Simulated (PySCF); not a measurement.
Gas-phase reaction: 2 BO + 3 H2O = B2H6 + 5 O

Method: PySCF energies plus ideal-gas RRHO corrections (1 bar). † marks an energy on the PBE0/def2-TZVP geometry and frequencies; other levels use their own. MP2 freezes the core. 6-31G* has spherical d functions here. Open shells (unrestricted): BO (multiplicity 2), O (multiplicity 3); the rest are closed-shell singlets. Spin-orbit splitting is ignored; it lowers the true energy and changes the entropy of O. B3LYP is the form with VWN-RPA correlation. MP2 isn't extrapolated to the basis-set limit.

```tsv
level	ΔH°(298 K), kJ
B3LYP/6-31G*	1762
B3LYP/def2-TZVP†	?
HF/6-31G*	856
HF/def2-TZVP†	?
MP2/def2-TZVPP†	2068
PBE/def2-SVP	2035
PBE0/def2-QZVP†	?
r2SCAN/def2-TZVP†	?
```

Problem. Complete the blanks.

Solution. 
- B3LYP/def2-TZVP†, ΔH°(298 K), kJ: 1902
- HF/def2-TZVP†, ΔH°(298 K), kJ: 981
- PBE0/def2-QZVP†, ΔH°(298 K), kJ: 1909
- r2SCAN/def2-TZVP†, ΔH°(298 K), kJ: 1932
